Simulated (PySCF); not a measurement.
Reaction (SMILES): OO (H2O2) + H+ → O[OH2+]
B3LYP-D3(BJ)/def2-TZVP geometries, fixed; electronic energies without zero-point terms; positive where energy is released.
Largest species:
```
O
H 1 0.9882
H 1 0.9882 2 110.68
O 1 1.4533 2 105.72 3 -114.02
H 4 0.9836 1 100.29 2 -121.30
```
Charge +1, spin multiplicity 1.

Basis-set convergence of the proton affinity at HF with PySCF. All functions are spherical. Density fitting with generated auxiliary sets. No added dispersion term, no relativity. Functions are those of the species that has most. Reference: the value in def2-QZVPPD, 171.35 kcal/mol, itself unsure by roughly 0.19 kcal/mol (its mean distance from pcseg-3, def2-QZVPP, cc-pVQZ). Deviations are taken from unrounded values.

```tsv
basis	functions	proton affinity (kcal/mol)	minus reference (kcal/mol)
pcseg-1	43	165.76	-5.59
def2-SVPD	70	169.01	-2.34
6-311++G(2d,2p)	84	170.37	-0.98
def2-TZVPPD	131	171.15	-0.20
6-311++G(3df,3pd)	132	170.92	-0.42
aug-pcseg-2	161	171.14	-0.21
def2-QZVPP	204	171.48	0.14
pcseg-3	219	171.45	0.10
def2-QZVPPD	231	171.35	0.00
```
